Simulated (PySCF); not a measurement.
Gas-phase reaction: HNCO + NH3 ⇌ 2 N + CH3OH

Energies from PySCF, thermal terms from the rigid-rotor harmonic-oscillator model, ideal gas at 1 bar. The comparison is the NASA 1993 polynomial table, which mixes measured and estimated data. After a fit of one offset per element over all species, the range-separated, M06-2X, PBE0/def2-QZVP and CCSD(T)/def2-TZVPP enthalpies, where run, lie to one side of the table for HNCO (-25 kJ/mol): a fault of the table's entry, another state or a shared error of the levels is possible; this was not checked at source. † marks an energy on the PBE0/def2-TZVP geometry and frequencies; other levels use their own. MP2 freezes the core. 6-31G* has spherical d functions here. Open shells (unrestricted): N (multiplicity 4); the rest are closed-shell singlets. B3LYP is the form with VWN-RPA correlation. MP2 isn't extrapolated to the basis-set limit; its ΔH°(298 K) is 856.5 kJ in def2-SVP and 912.3 kJ in def2-TZVPP. The harmonic model lacks anharmonicity and excited electronic states, which grow with temperature; levels with a mode under 35 cm⁻¹ are left out. Internal rotation in CH3OH is treated as a harmonic vibration of one conformer, which makes the entropy rough. The table's entry may be an old estimate for HNCO (not checked at source).

| level | ΔH°(298 K), kJ | minus table | ΔG°(2000 K), kJ |
|---|---|---|---|
| table | 892.0 | - | 649.9 |
| B3LYP/def2-TZVP† | 936.8 | 44.8 | 689.7 |
| HF/6-31G* | 358.3 | -533.7 | 112.1 |
| MP2/def2-TZVPP† | 912.3 | 20.3 | 665.2 |
| PBE/def2-TZVP† | 1015.5 | 123.5 | 768.4 |
| ωB97M-V/def2-TZVP† | 923.2 | 31.2 | 676.1 |
